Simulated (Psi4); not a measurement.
**doublet C4H10O+: UCAM-B3LYP/def2-SVP**

We compute the energy of doublet C4H10O+. Input form: a Python script.

Program for the calculation: Psi4 1.11.

1 further run of the same task is left out (set aside as unsound or not needed).

**1. Starting point**

C4H10O+: 15 atoms, total charge +1, spin state doublet. As SMILES of the parent species, `CCCOC`. Geometry: relaxed at PBE0-D4/def2-TZVP. This is one conformer, not always the lowest. That shape belongs to the parent species and isn't relaxed for this state.

Bond lengths: C1–C2 1.519 Å, C2–C3 1.511 Å, C3–O4 1.405 Å, O4–C5 1.398 Å, C1–H6 1.094 Å, C1–H7 1.092 Å, C1–H8 1.091 Å, C2–H9 1.095 Å, C2–H10 1.095 Å, C3–H11 1.101 Å, C3–H12 1.103 Å, C5–H13 1.090 Å, C5–H14 1.100 Å, C5–H15 1.100 Å. Some angles: C1–C2–C3 113.1°, C2–C3–O4 109.3°, C3–O4–C5 112.5°, C1–C2–H9 110.3°, C1–C2–H10 110.2°, C3–C2–H9 107.9°, C3–C2–H10 108.5°, C2–C1–H6 111.0°, C2–C1–H7 111.3°, C2–C1–H8 110.8°.

**2. A single-point energy at UCAM-B3LYP/def2-SVP**

Input file calc.py:

```python
import psi4

psi4.set_memory('1600 MB')
psi4.set_num_threads(1)
psi4.core.set_output_file('c4h10o.out', False)

mol = psi4.geometry("""
1 2
C     -3.00542043    -1.39291713    -1.96191366
C     -0.70826935    -2.45683293    -0.60943668
C      1.26365986    -0.47639996    -0.02494438
O      0.23640474     1.32205240     1.63631385
C      1.94244948     3.25448633     2.21513696
H     -2.47157280    -0.53781606    -3.76679108
H     -4.39512502    -2.86841528    -2.35081930
H     -3.91626842     0.06254993    -0.82051908
H      0.18613802    -3.92533911    -1.76065783
H     -1.27858870    -3.35728743     1.16369335
H      2.94400433    -1.35550055     0.83318025
H      1.88670256     0.45806961    -1.78106687
H      1.00042101     4.55896428     3.50241840
H      3.65019498     2.51522547     3.13996893
H      2.52561897     4.29383570     0.51306064
units au
symmetry c1
""")

psi4.set_options({
    'reference': 'uks',
    'puream': True,
    'e_convergence': 1e-09,
    'd_convergence': 1e-08,
    'scf_type': 'pk',
    'dft_radial_points': 99,
    'dft_spherical_points': 590,
    'maxiter': 200,
})

result, w = psi4.energy('cam-b3lyp/def2-SVP', return_wfn=True)
psi4.oeprop(w, 'DIPOLE', 'QUADRUPOLE', 'WIBERG_LOWDIN_INDICES')
print('E =', round(result, 9))
```

Run with:

```sh
$ python calc.py
```

What values should one expect? Wanted: total energy; HOMO energy; LUMO energy; ⟨S²⟩.

Computed results:

At UCAM-B3LYP/def2-SVP:

| quantity | value |
| --- | --- |
| total energy | -233.00022 Eh |
| HOMO energy (highest over α and β) | -15.54 eV |
| LUMO energy (lowest over α and β) | -10.80 eV |
| ⟨S²⟩ | 0.755 |
